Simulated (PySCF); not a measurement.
Compound: thiohydroxylamine, H3NS.
Cartesian coordinates in Å at the PBE0-D3(BJ)/def2-TZVP level; atoms count from 1:
```xyz
5
H3NS angstrom
N     -0.529    0.140    0.158
S      0.932   -0.452   -0.489
H     -1.056   -0.602    0.596
H     -1.085    0.586   -0.557
H      1.771    0.295    0.254
```

The closed-shell ground state was solved at several levels (PySCF, density fitting, gas phase, non-relativistic). Geometry: PBE0-D3(BJ)/def2-TZVP, one conformer, isolated molecule.

| level | basis functions | total energy (Eh) | HOMO (eV) | LUMO (eV) | gap (eV) | dipole (D) |
| --- | --- | --- | --- | --- | --- | --- |
| wB97X-D/aug-cc-pVTZ | 165 | -454.7503 | -8.99 | 0.76 | 9.75 | 1.10 |
| B97-2/pcSseg-2 | 121 | -454.7824 | -6.81 | -0.14 | 6.67 | 1.09 |
| CAM-B3LYP/aug-cc-pVTZ | 165 | -454.7560 | -8.48 | 0.05 | 8.53 | 1.06 |
| wB97X-D/pcSseg-2 | 121 | -454.7558 | -8.97 | 1.68 | 10.65 | 1.07 |
| KT3/pcSseg-2 | 121 | -458.4072 | -5.87 | -1.17 | 4.70 | 1.11 |
| PBE0/pcSseg-2 | 121 | -454.5697 | -7.06 | -0.13 | 6.93 | 1.09 |

Problem. What might PBE0/aug-cc-pVTZ (165 basis functions) give for the same quantities?

Solution. Total energy -454.5660 Eh, HOMO -7.09 eV, LUMO -0.48 eV, gap 6.61 eV, dipole 1.12 D.

Problem. Over all these levels, which gives the widest orbital gap and which the narrowest?

Solution. wB97X-D/pcSseg-2 (range-separated hybrid) has the widest, 10.65 eV, and KT3/pcSseg-2 (GGA) the narrowest, 4.70 eV. The two share the basis. From the narrowest to the widest the HOMO moves by -3.10 eV and the LUMO by +2.85 eV.

Problem. In the pcSseg-2 basis, how does the gap go with the fixed share of exact exchange?

Solution. KT3 (0 %) 4.70 eV; B97-2 (21 %) 6.67 eV; PBE0 (25 %) 6.93 eV. Each rise in the share widens the gap here.

Problem. How far do the dipole and the HOMO energy spread over the levels?

Solution. The dipole runs from 1.06 to 1.12 D (mean 1.09 D) and the HOMO from -8.99 to -5.87 eV.

wB97X-D is run here without its empirical dispersion term; that term would change no orbital, density or response property at a fixed geometry.
